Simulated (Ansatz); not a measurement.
BH₃ + `O[SiH3]` → `[BH3-][OH+][SiH3]` at 700 K and 1 bar (adduct formation).

Gas-phase electronic energies from Ansatz, PBE0-D4/def2-TZVP geometries. CCSD(T)/CBS is the MP2 limit (def2-TZVPP, def2-QZVPP) plus CCSD(T) − MP2 in def2-TZVPP, frozen cores. This one scheme is used for every species.

```
            species  CCSD(T)/CBS energy (Eh)  H − E (kJ/mol)  S (J/(mol·K))
                BH₃                -26.55200            96.5          225.0
          `O[SiH3]`               -366.69042           144.6          321.6
`[BH3-][OH+][SiH3]`               -393.26545           255.6          408.3
```

H − E and S are ideal-gas, rigid-rotor, harmonic terms from PBE0-D4/def2-TZVP, for one conformer and one mirror image of each species. 1 Eh = 2625.50 kJ/mol, R = 8.31446 J/(mol·K).

**Question.** By hand: ΔE, ΔH, ΔS and ΔG.

**Answer.** ΔE = (-393.26545) − (-26.55200) − (-366.69042) = -0.02303 Eh = -60.5 kJ/mol. Δ(H − E) = 255.6 − 96.5 − 144.6 = 14.5, so ΔH = -46.0 kJ/mol. ΔS = 408.3 − 225.0 − 321.6 = -138.3 J/(mol·K). ΔG = -46.0 − 700 × (-138.3)/1000 = 50.8 kJ/mol.

**Question.** By hand: the equilibrium constant, and the temperature at which ΔG would vanish if ΔH and ΔS stayed fixed.

**Answer.** log₁₀ K = −ΔG/(RT ln 10) = -3.8. ΔG = 0 at ΔH/ΔS = 333 K.

The number of gas molecules changes by -1, which sets the sign of ΔS. A doubt of 5 kJ/mol in ΔE shifts log₁₀ K by 0.4 here. Other conformers and mirror images would add mixing entropy, several J/(mol·K) or more a flexible species. These are equilibria of isolated gas molecules and say nothing of rates. Largest T1 diagnostic: 0.011 (customary marks: 0.02 for closed shells, 0.045 for open ones).
